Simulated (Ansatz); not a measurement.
Elastic constant C66 (GPa) of solids drawn from the class of tetrahedrally bonded semiconductors and semimetals, at two levels: PBE (Ansatz, an electronic-structure program, PAW), and LDA in Ansatz (PAW).

```tsv
solid	PBE	LDA	shift (%)
wurtzite AlN	123	126	+2.4
wurtzite CdS	16.7	17.5	+4.8
wurtzite BN (high-pressure phase)	397	421	+6.0
wurtzite GaN	105	115	+9.5
wurtzite ZnO	40.6	41.1	+1.2
2H-SiC	196	203	+3.6
```

The shifts run from +1.2 % to +9.5 %, with a median of +4.2 %.

Over all 6 rows LDA is the larger in 6.

Ansatz's runs of these crystals have no spin polarisation.

Each level is taken at its own relaxed cell. Ansatz's density-functional and Hartree–Fock values are scalar-relativistic unless marked +SOC, with PAW data made under PBE.
